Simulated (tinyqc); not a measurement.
Geometry optimisation on the B3LYP (VWN-RPA form)/sto-3g surface (energies and gradients from PySCF), for OH-, spin multiplicity 1, step by step. The basis has no diffuse functions, so it cannot describe the extra electron: this is an exercise in the method, not the real anion. Computed by tinyqc, a small Python program that keeps every step (integrals from PySCF). Settings: charge = -1, multiplicity = 1, basis = sto-3g, functional = b3lyp, optimiser = bfgs, first Hessian = 0.6, largest step = 0.5, iteration cap = 30. Command: `OMP_NUM_THREADS=1 python tinyqc.py 21600 21601 out.jsonl` (the two numbers bound the seeds that draw the settings). One thread of a shared host (Intel(R) Xeon(R) Processor @ 2.60GHz), about 2 s of CPU time with the checks.

## Step 1: energy and gradient

positions at the start (bohr):
```
           x         y         z
1O  0.000000  0.000000  0.000000
2H  0.000000  0.000000  1.668628
```

Self-consistent energy and analytic gradient at these positions.

energy = -74.36806384 hartree

gradient (hartree/bohr):
```
             x           y            z
1O  0.00000000  0.00000000   0.25050396
2H  0.00000000  0.00000000  -0.25050420
```

## Step 1: move

Quasi-Newton step p = -H^(-1) g (first H = 0.6 times the unit matrix); steps longer than 0.5 bohr are cut back (factor 0.847 here).

positions after step 1 (bohr):
```
           x         y          z
1O  0.000000  0.000000  -0.353553
2H  0.000000  0.000000   2.022182
```

## Step 2: energy and gradient

As before.

energy = -74.40444299 hartree

gradient (hartree/bohr):
```
             x           y            z
1O  0.00000000  0.00000000  -0.04782345
2H  0.00000000  0.00000000   0.04782444
```

## Step 2: move

inverse Hessian in use (bohr^2/hartree):
```
          1         2         3         4         5         6
1  1.666667  0.000000  0.000000  0.000000  0.000000  0.000000
2  0.000000  1.666667  0.000000  0.000000  0.000000  0.000000
3  0.000000  0.000000  1.425894  0.000000  0.000000  0.240775
4  0.000000  0.000000  0.000000  1.666667  0.000000  0.000000
5  0.000000  0.000000  0.000000  0.000000  1.666667  0.000000
6  0.000000  0.000000  0.240775  0.000000  0.000000  1.425889
```

Quasi-Newton step p = -H^(-1) g (the inverse Hessian comes from BFGS updates; coordinates in the order x, y, z of each atom); steps longer than 0.5 bohr are cut back.

positions after step 2 (bohr):
```
           x         y          z
1O  0.000000  0.000000  -0.296877
2H  0.000000  0.000000   1.965504
```

## Convergence

Stop when the largest gradient component is below 3e-5 hartree/bohr. The inverse Hessian follows the BFGS update with s = step, y = change of gradient.

Course of the optimisation:
```
step   E (hartree)  largest gradient (hartree/bohr)
1     -74.36806384                         2.51e-01
2     -74.40444299                         4.78e-02
3     -74.40902060                         3.20e-02
4     -74.41070359                         2.39e-02
5     -74.41156178                         4.94e-03
6     -74.41160848                         6.00e-04
7     -74.41160916                         1.83e-05
```

Final distances (angstrom):
```
pair   distance
2H-1O  1.117771
```

Converged in 7 steps.
